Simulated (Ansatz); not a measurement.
Relaxing lanthanum (dhcp)

Method: Ansatz, DFT, PBE, plane waves (420 eV) with PAW, scalar-relativistic.

k-point mesh 10×10×3, Fermi-Dirac smearing 0.1 eV, no spin polarisation. Cell and atoms relax.

Starting structure:

```
La
1.0
     3.77000    0.00000    0.00000
    -1.88500    3.26492    0.00000
     0.00000    0.00000   12.15900
La
4
Direct
  0.00000 0.00000 0.00000
  0.00000 0.00000 0.50000
  0.33333 0.66667 0.75000
  0.66667 0.33333 0.25000
```

Problem. The pressure at the start is -0.1 GPa. By how much does the volume change?

Solution. From 37.42 to 37.33 Å³ per atom, -0.2 %. The final cell has a = 3.773 Å, c = 12.113 Å (c/a = 3.211).

Problem. How much energy does the relaxation gain?

Solution. 0.1 meV per atom.
